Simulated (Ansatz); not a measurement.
C₂H₃FOS₂, SMILES `FC1(S)OCS1`, relaxed with RKS PBE0-D4/def2-TZVP in Ansatz from a PBE-D4/def2-SVP geometry. The force threshold is 0.005 eV/Å; the program also tests the step.

Total charge 0; spin multiplicity 1.

Start:

```xyz
9

F    -1.487   -0.558    1.134
C    -0.277   -0.405    0.529
S     1.045   -0.945    1.675
O    -0.167    0.900    0.032
C     0.074    0.602   -1.344
S    -0.089   -1.226   -1.122
H     0.504   -0.324    2.765
H     1.093    0.908   -1.661
H    -0.696    1.047   -2.008
```

```
        step  energy (eV)  largest force (eV/Å)  largest move (Å)
           1  -28545.3763                 0.703             0.000
           2  -28545.4203                 0.344             0.020
           3  -28545.4292                 0.097             0.022
           4  -28545.4296                 0.031             0.007
           5  -28545.4298                 0.013             0.007
6 (rejected)  -28545.4297                 0.048             0.012
           7  -28545.4299                 0.005             0.006
           8  -28545.4301                 0.008             0.017
9 (rejected)  -28545.3167                 1.917             0.050
          10  -28545.4301                 0.005             0.011
          11  -28545.4301                 0.001             0.009
```

End:

```xyz
9

F    -1.462   -0.533    1.099
C    -0.242   -0.401    0.524
S     1.020   -0.944    1.691
O    -0.108    0.893    0.032
C     0.071    0.597   -1.347
S    -0.069   -1.203   -1.100
H     0.460   -0.343    2.757
H     1.055    0.910   -1.697
H    -0.725    1.025   -1.959
```

It took 36 s on 4 threads of an Intel Xeon on a shared host, with 0.69 GiB of host memory at the peak.
